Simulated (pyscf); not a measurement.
**Substitution at Si: `[SiH3][Se][SiH3]` + `[H]` [doublet] -> `[SiH4]` + `[SiH3][Se]` [doublet]**

Gas phase, doublet surface, charge 0. Bonds broken: Si1–Se2. Bonds formed: Si1–H10. Optimised with ωB97X-D3(BJ)/def2-SVP in PySCF.

Transition state (Å):

```xyz
10

Si    -2.2629     0.1952     0.0750
Se    -0.2825     0.8045     1.2723
Si     1.1328     0.0669    -0.3389
H     -3.1919     0.4928     1.2020
H     -1.6819    -1.1924    -0.1630
H     -2.2477     1.1368    -1.0741
H      1.1648    -1.4224    -0.3901
H      0.7018     0.5748    -1.6735
H      2.4864     0.5883    -0.0062
H     -3.4500    -0.7362    -0.5908
```

One imaginary mode, 565i cm⁻¹; descent along it reached the two sides named.

```
bond     change  reactant side (Å)  saddle  product side
-------  ------  -----------------  ------  ------------
Si1–Se2  breaks              2.273   2.393           3.6
Si1–H10   forms                4.3   1.649         1.494
```

Electronic energies relative to the separated reactants (kJ/mol):

```
level                   barrier  reaction energy  reverse barrier
----------------------  -------  ---------------  ---------------
ωB97X-D3(BJ)/def2-TZVP     29.2            -40.3             69.5
PBE/def2-TZVP              -8.0            -55.2             47.2
r²SCAN/def2-TZVP           -7.1            -58.6             51.5
B3LYP-D3(BJ)/def2-TZVP      2.2            -71.2             73.4
PBE0-D3(BJ)/def2-TZVP       8.4            -47.2             55.7
M06-2X/def2-TZVP           25.6            -65.9             91.6
ωB97M-D3(BJ)/def2-TZVP     25.6            -68.2             93.8
HF/def2-TZVP              102.0            -86.1            188.1
```

With ωB97M-D3(BJ)/def2-TZVP energies and thermal terms (ideal gas, 1 atm, RRHO with modes under 100 cm⁻¹ raised to 100, one conformer, R ln 2 for chiral ones without a mode under 150 cm⁻¹), in kJ/mol:

```tsv
T (K)	ΔH‡	ΔG‡	ΔH	ΔG
298	26.7	53.7	-59.7	-69.8
600	24.2	82.1	-66.1	-77.5
900	22.5	111.4	-71.9	-81.9
1200	21.0	141.3	-77.1	-84.4
```

At PBE, r²SCAN this geometry lies under the reactants; that is no barrier but a single point on another level's saddle; such a level's own saddle, if it has one, lies nearer that side and is low. One saddle was located; it need not be the lowest between these sides. The angle at the attacked Si is 160°. Elements up to Kr have no core potential and no relativistic terms here.
